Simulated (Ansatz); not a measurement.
Reaction (redistribution): `N[Si]Cl` + `O[Si]S` → `N[Si]S` + `O[Si]Cl`

Program: Ansatz. Geometries: PBE0-D4/def2-TZVP. ΔE: electronic, gas phase. CCSD(T)/CBS is frozen-core, at the limit of the def2 triple- and quadruple-zeta sets. DFT in def2-TZVPP. B3LYP here is the variant with VWN-RPA as its local correlation; programs differ in this. One conformer a species, not always the lowest.

Task: Is it downhill or uphill in electronic energy at CCSD(T)/CBS, and by how much? (Estimate.)

Result: The calculation gave: Downhill: ΔE = -3.6 kcal/mol.

Task: What do these levels give: r2SCAN0-D4, ωB97X-V, revPBE, PBE0, B3LYP, CCSD(T)/def2-SVP? (An estimate is asked.)

Result: Computed: r2SCAN0-D4 -3.9, ωB97X-V -3.7, revPBE -3.4, PBE0 -3.7, B3LYP -3.3, CCSD(T)/def2-SVP -3.5 kcal/mol.

Largest T1 diagnostic among the species: 0.015.

Leaving LDA and LC-ωPBE aside and taking each functional with its dispersion term where it has one, the values, not all of them listed here, spread over 0.8 kcal/mol, from PBE-QIDH to BLYP-D4.
